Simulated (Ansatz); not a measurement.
**Worked example: SiH3(NH) → SiH + NH3**

Species: SiH3(NH), doublet; SiH, doublet; NH3 `N`, singlet. 

Shapes, held fixed at every level: PBE0-D4/def2-TZVP. Programs: Ansatz 0.2.0. The zero-point and thermal change to 298 K, harmonic and unscaled (PBE0-D4/def2-TZVP), is +13.0 kJ/mol.

At CCSD(T)/CBS estimate; 1 Eh = 2625.50 kJ/mol:

```
 species  energy (Eh)
SiH3(NH)  -346.114831
     SiH  -289.561594
     NH3   -56.508800
```

Question: Work out ΔH(298 K) of the reaction at this level.

Answer: 
1. Products less reactants: (-289.561594) + (-56.508800) − [(-346.114831)] = 0.044437 Eh = +116.7 kJ/mol.
2. With the thermal change: +116.7 + (+13.0) = +129.7 kJ/mol.

Other levels give +114.0 (CCSD/def2-SVP) to +160.8 kJ/mol (HF/def2-TZVPP). No measured value is set beside it here. Open shells run unrestricted. The CBS estimate extrapolates MP2 from def2-TZVPP and def2-QZVPP and adds CCSD(T) − MP2 in the triple-zeta set, cores frozen.
